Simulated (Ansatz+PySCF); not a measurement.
The numbers below are computed, except where a source is named.
## PySCF 2.14.0 run

```python
from pyscf import gto, scf

mol = gto.M(atom="""
O 0.000000 0.000000 -0.108490
H 0.000000 0.000000 0.867930
O 29.999600 -0.105880 -0.023650
H 30.003230 0.847060 0.189170
""", basis='sto-3g', charge=0, spin=0)
mf = scf.RHF(mol)
mf.init_guess = 'huckel'
mf.kernel()
while True:  # follow internal instabilities
    mo, _, stable, _ = mf.stability(return_status=True)
    if stable: break
    mf.kernel(mf.make_rdm1(mo, mf.mo_occ))
print(mf.converged, mf.e_tot, mf.spin_square()[0])
```

The script is written out from the run's settings.

The run gave:

* Converged: yes
* Total energy: -148.29309 hartree
* Spin squared of the determinant: 0.000

Caution: an unrestricted determinant lies well below.
